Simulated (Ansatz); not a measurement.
# BSiF (triplet): the correlation ladder at a displaced geometry (v2), cc-pVDZ

One table from this session's results is given with a row withheld; the runs are named, their logs left out.

Program: Ansatz 0.2.0, Gaussian basis. Level of theory: cc-pVDZ, core rule «outside noble gas», up to 7 orbitals frozen. These are calculated values, not measurements.

Plan: UHF; CCSD(T) on ROHF; CCSD(T) on UHF; BCCD(T) on ROHF; CISD as a restricted active space (open shells left free, so some higher excitations enter); CCSDT(Q) on ROHF; CCSDT(Q) on UHF.

32 further runs of the same task are left out: 2 for a known fault of the program, 12 that didn't finish, 18 set aside as unsound or not needed. Runs told in other sessions of the task aren't counted.

**The geometry**

The geometry is a PBE0/def2-TZVP stationary point (not a proven minimum) with its atoms shifted at random (size 0.100 Å).

3 atoms, charge 0, spin multiplicity 3.

Atoms are counted from 1 here; the program's logs count them from 0.

Bond lengths: F1–B2 1.279 Å, B2–Si3 1.906 Å. Angles: F1–B2–Si3 170.2°.

The first run:

in.yaml

```yaml
crystal:
  periodic: [false, false, false]
  atoms:
    - {symbol: F, position_ang: [0.084376, 0.005225, 1.480421]}
    - {symbol: B, position_ang: [-0.080498, 0.013599, 0.211694]}
    - {symbol: Si, position_ang: [-0.003878, -0.018825, -1.692115]}
basis:
  gaussian: {orbitals: cc-pVDZ}
magnetization: {spin_polarized: true, initial_magnetization: 2}
hamiltonian: {xc: hf}
output: {orbitals: {seedname: orbitals}}
```

On the command line:

```sh
$ ansatz run in.yaml --threads 1 --pin off --events-out ev --progress --plain --max-ram 2393MiB
```

Steps of the session up to this table: UHF; CCSD(T) on ROHF; CCSD(T) on UHF; BCCD(T) on ROHF; CISD as a restricted active space (open shells left free, so some higher excitations enter); CCSDT(Q) on ROHF; CCSDT(Q) on UHF.

One table of the session follows, with a row left open; its other results are not shown here.

```
   method  from UCCSDT(Q) (meV)
     ROHF               +9633.4
      UHF               +9510.4
     RMP2                +990.7
     UMP2               +1019.3
     CISD               +1189.0
    RCCSD                +336.3
    UCCSD                +332.4
 RCCSD(T)                 +61.2
 UCCSD(T)                 +61.7
  BCCD(T)                 +55.9
   RCCSDT                 +23.8
   UCCSDT                 +23.4
RCCSDT(Q)                     ?
UCCSDT(Q)                     0
```

Estimate the missing values for RCCSDT(Q).

**Answer.** from UCCSDT(Q) (meV): +3.6. In the column «from UCCSDT(Q) (meV)» it lies between UCCSDT(Q) (0) and UCCSDT (+23.4).

Caveats from the session: Restricted and unrestricted rows rest on different reference determinants; a gap between their highest levels can come from leftover correlation error, from unlike frozen cores or from another state.
